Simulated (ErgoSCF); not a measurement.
**BF (SMILES [B]F), step by step**

Wanted: the vertical excitations (B3LYP/cc-pVDZ), then the excited states (B3LYP/cc-pCVDZ), then the excited states (B3LYP/cc-pVTZ), then the vertical excitations (B3LYP/cc-pCVTZ), then the excited states (B3LYP/cc-pwCVTZ) of BF. 

The calculation is run with ErgoSCF 3.8.

3 further runs of the same task are left out: 3 set aside as unsound or not needed.

## Step 1: The system as given

BF has 2 atoms, charge 0, and is taken as a singlet. As SMILES, `[B]F`. The shape is that of a GFN2-xTB optimisation.

Bond lengths: B1–F2 1.244 Å.

## Step 2: The excited states at B3LYP/cc-pVDZ (run 1)

Input file ergo.in:

```
set_nthreads(1)
molecule_inline Angstrom
B      0.000000     0.000000     0.000000
F      0.000000     0.000000     1.244390
EOF
scf.output_mulliken_pop = 1
basis = "cc-pVDZ"
tmpdir = "."
scf.max_number_of_iterations = 70
lr.max_iterations = 40
scf.use_diagonalization = 1
scf.convergence_threshold = 1e-06
get_excited_state "B3LYP-G" 4
```

The basis set cc-pVDZ is read from a file made from the Basis Set Exchange's data (not shown).

Run with:

```bash
ergo < ergo.in
```

Log:

```text
[...]
INDF Weighted mixed functional:
[...]
INSC Energy   1 =        -54.86153076867
[...]
INDE E_LUMO =         -0.03506653563
[...]
INSC Energy  14 =       -124.66514480482  ( diff     -0.000000000032401 )
[...]
RESC CONVERGED after  14 iterations.
RESC FINAL ENERGY:       -124.66514480482
[...]
INSC SCF: dipole_moment_x [atomic units] =      -0.00000000
INSC SCF: dipole_moment_y [atomic units] =      -0.00000000
INSC SCF: dipole_moment_z [atomic units] =       0.47198112
[...]
```

Standard output:

```text
Inline main molecule with 2 atoms.
Step  1: ssize:   8 |r|=      0.16178 shift=  0.243801
Step  2: ssize:  16 |r|=    0.0299708 shift=  0.234298
Step  3: ssize:  24 |r|=   0.00602201 shift=  0.233978
Step  4: ssize:  32 |r|=   0.00135574 shift=  0.368714
Step  5: ssize:  36 |r|=   0.00346422 shift=  0.432484
Step  6: ssize:  38 |r|=   0.00191204 shift=  0.432474
Step  7: ssize:  40 |r|=   0.00732274 shift=  0.432453
Step  8: ssize:  42 |r|=    0.0573392 shift=  0.427314
Step  9: ssize:  44 |r|=    0.0108442 shift=  0.426305
Step 10: ssize:  46 |r|=   0.00182504 shift=  0.426269
STATE 1 TRANSITION MOMENT:             -1.18119 ENERGY             6.366537 eV
STATE 2 TRANSITION MOMENT:             0.107827 ENERGY             6.366537 eV
STATE 3 TRANSITION MOMENT:          2.16682e-13 ENERGY            10.033198 eV
STATE 4 TRANSITION MOMENT:          1.36363e-13 ENERGY            11.599351 eV
STATE 1 TRANSITION MOMENT:             0.113357 ENERGY             6.366537 eV
STATE 2 TRANSITION MOMENT:              1.18171 ENERGY             6.366537 eV
STATE 3 TRANSITION MOMENT:          2.91966e-13 ENERGY            10.033198 eV
STATE 4 TRANSITION MOMENT:          2.12717e-13 ENERGY            11.599351 eV
STATE 1 TRANSITION MOMENT:         -1.55945e-14 ENERGY             6.366537 eV
STATE 2 TRANSITION MOMENT:          3.29761e-14 ENERGY             6.366537 eV
STATE 3 TRANSITION MOMENT:             -1.09533 ENERGY            10.033198 eV
STATE 4 TRANSITION MOMENT:          8.14533e-05 ENERGY            11.599351 eV
Eigenvalue  1:     0.233965931 Tran.Mom.:      1.18661932
Eigenvalue  2:     0.233965931 Tran.Mom.:      1.18661932
Eigenvalue  3:     0.368713227 Tran.Mom.:      1.09533246
Eigenvalue  4:     0.426268296 Tran.Mom.:  8.14532673e-05
```

Run time: 4.8 s. Hardware: 1 thread of Arm Neoverse V2, shared host.

The roots found:

```
excited state  energy (eV)  strength
            1        6.367    0.2196
            2        6.367    0.2196
            3       10.033    0.2949
            4       11.599    0.0000
```

## Step 3: The vertical excitations at B3LYP/cc-pCVDZ (run 2)

Edit ergo.in of step 2 so:

```diff
@@ -6,3 +6,3 @@
 scf.output_mulliken_pop = 1
-basis = "cc-pVDZ"
+basis = "cc-pCVDZ"
 tmpdir = "."
```

The basis set cc-pCVDZ is read from a file made from the Basis Set Exchange's data (not shown).

Run with:

```bash
ergo < ergo.in
```

Log:

```text
[...]
INDF Weighted mixed functional:
[...]
INSC Energy   1 =         -2.40662656578
[...]
INDE E_LUMO =         -0.03510110386
[...]
INSC Energy  14 =       -124.66719870551  ( diff     -0.000000000006537 )
[...]
RESC CONVERGED after  14 iterations.
RESC FINAL ENERGY:       -124.66719870551
[...]
INSC SCF: dipole_moment_x [atomic units] =      -0.00000000
INSC SCF: dipole_moment_y [atomic units] =      -0.00000000
INSC SCF: dipole_moment_z [atomic units] =       0.47078031
[...]
```

Standard output:

```text
Inline main molecule with 2 atoms.
Step  1: ssize:   8 |r|=     0.189913 shift=  0.243592
Step  2: ssize:  16 |r|=    0.0321179 shift=  0.233950
Step  3: ssize:  24 |r|=   0.00721438 shift=  0.233630
Step  4: ssize:  32 |r|=   0.00145319 shift=  0.233618
Step  5: ssize:  40 |r|=    0.0496436 shift=  0.427710
Step  6: ssize:  42 |r|=    0.0116786 shift=  0.426646
Step  7: ssize:  44 |r|=   0.00405105 shift=  0.426586
STATE 1 TRANSITION MOMENT:             -1.17964 ENERGY             6.357055 eV
STATE 2 TRANSITION MOMENT:            -0.129011 ENERGY             6.357055 eV
STATE 3 TRANSITION MOMENT:          1.01092e-11 ENERGY            10.008625 eV
STATE 4 TRANSITION MOMENT:          7.10697e-12 ENERGY            11.607873 eV
STATE 1 TRANSITION MOMENT:             0.126495 ENERGY             6.357055 eV
STATE 2 TRANSITION MOMENT:             -1.17937 ENERGY             6.357055 eV
STATE 3 TRANSITION MOMENT:          1.39232e-12 ENERGY            10.008625 eV
STATE 4 TRANSITION MOMENT:          3.14948e-12 ENERGY            11.607873 eV
STATE 1 TRANSITION MOMENT:         -3.50517e-13 ENERGY             6.357055 eV
STATE 2 TRANSITION MOMENT:          1.90922e-13 ENERGY             6.357055 eV
STATE 3 TRANSITION MOMENT:             -1.08364 ENERGY            10.008625 eV
STATE 4 TRANSITION MOMENT:         -0.000383051 ENERGY            11.607873 eV
Eigenvalue  1:     0.233617461 Tran.Mom.:      1.18640389
Eigenvalue  2:     0.233617461 Tran.Mom.:      1.18640389
Eigenvalue  3:     0.367810180 Tran.Mom.:      1.08363897
Eigenvalue  4:     0.426581463 Tran.Mom.:  0.000383050656
```

Run time: 6 s. Hardware: 1 thread of Arm Neoverse V2, shared host.

The roots found:

```
excited state  energy (eV)  strength
            1        6.357    0.2192
            2        6.357    0.2192
            3       10.009    0.2879
            4       11.608    0.0000
```

Runs 3 to 4 aren't shown in full; the table further down has their settings and results.

## Step 4: The excited states at B3LYP/cc-pwCVTZ (run 5)

Edit ergo.in of step 3 so:

```diff
@@ -6,3 +6,3 @@
 scf.output_mulliken_pop = 1
-basis = "cc-pCVDZ"
+basis = "cc-pwCVTZ"
 tmpdir = "."
```

The basis set cc-pwCVTZ is read from a file made from the Basis Set Exchange's data (not shown).

Run with:

```bash
ergo < ergo.in
```

Log:

```text
[...]
INDF Weighted mixed functional:
[...]
INSC Energy   1 =         34.43476577900
[...]
INDE E_LUMO =         -0.04192672009
[...]
INSC Energy  20 =       -124.71699890131  ( diff     -0.000000000002416 )
[...]
RESC CONVERGED after  20 iterations.
RESC FINAL ENERGY:       -124.71699890131
[...]
INSC SCF: dipole_moment_x [atomic units] =       0.00000000
INSC SCF: dipole_moment_y [atomic units] =      -0.00000000
INSC SCF: dipole_moment_z [atomic units] =       0.43233283
[...]
```

The script printed:

```text
Inline main molecule with 2 atoms.
Step  1: ssize:   8 |r|=      0.19513 shift=  0.240414
Step  2: ssize:  16 |r|=    0.0399951 shift=  0.230999
Step  3: ssize:  24 |r|=   0.00447675 shift=  0.230762
Step  4: ssize:  32 |r|=   0.00162042 shift=  0.230758
Step  5: ssize:  38 |r|=   0.00157533 shift=  0.419018
STATE 1 TRANSITION MOMENT:             0.676742 ENERGY             6.279236 eV
STATE 2 TRANSITION MOMENT:             -1.02805 ENERGY             6.279237 eV
STATE 3 TRANSITION MOMENT:           1.4653e-11 ENERGY             9.102795 eV
STATE 4 TRANSITION MOMENT:            -0.458665 ENERGY            11.402068 eV
STATE 1 TRANSITION MOMENT:              1.02793 ENERGY             6.279236 eV
STATE 2 TRANSITION MOMENT:             0.676822 ENERGY             6.279237 eV
STATE 3 TRANSITION MOMENT:         -1.14992e-11 ENERGY             9.102795 eV
STATE 4 TRANSITION MOMENT:             0.301964 ENERGY            11.402068 eV
STATE 1 TRANSITION MOMENT:          1.01712e-12 ENERGY             6.279236 eV
STATE 2 TRANSITION MOMENT:          1.53302e-13 ENERGY             6.279237 eV
STATE 3 TRANSITION MOMENT:              1.10877 ENERGY             9.102795 eV
STATE 4 TRANSITION MOMENT:          4.58956e-12 ENERGY            11.402068 eV
Eigenvalue  1:     0.230757678 Tran.Mom.:      1.23069819
Eigenvalue  2:     0.230757706 Tran.Mom.:      1.23084484
Eigenvalue  3:     0.334521556 Tran.Mom.:      1.10877305
Eigenvalue  4:     0.419018256 Tran.Mom.:       0.5491408
```

It took 56 s on 1 thread of Arm Neoverse V2, shared host.

The roots found:

```
excited state  energy (eV)  strength
            1        6.279    0.2330
            2        6.279    0.2331
            3        9.103    0.2742
            4       11.402    0.0842
```

## Step 5: All runs side by side

```
run            level  energy (Eh)  dipole moment (D)  lowest excitation energy (eV)  wall time
  1    B3LYP/cc-pVDZ  -124.665145               1.20                           6.37      4.8 s
  2   B3LYP/cc-pCVDZ  -124.667199               1.20                           6.36        6 s
  3    B3LYP/cc-pVTZ  -124.714344               1.11                           6.28       25 s
  4   B3LYP/cc-pCVTZ  -124.716716               1.10                           6.28       52 s
  5  B3LYP/cc-pwCVTZ  -124.716999               1.10                           6.28       56 s
```

## Step 6: Results

| quantity | value |
| --- | --- |
| run 5, B3LYP/cc-pwCVTZ: total energy | -124.71700 Eh |
| run 5, B3LYP/cc-pwCVTZ: dipole moment | 1.10 D |
| run 5, B3LYP/cc-pwCVTZ: lowest excitation energy | 6.28 eV |

In words: The dipole moment (its size) runs from 1.10 D (B3LYP/cc-pwCVTZ) to 1.20 D (B3LYP/cc-pVDZ). All runs together took 2.4 min, the longest 56 s.
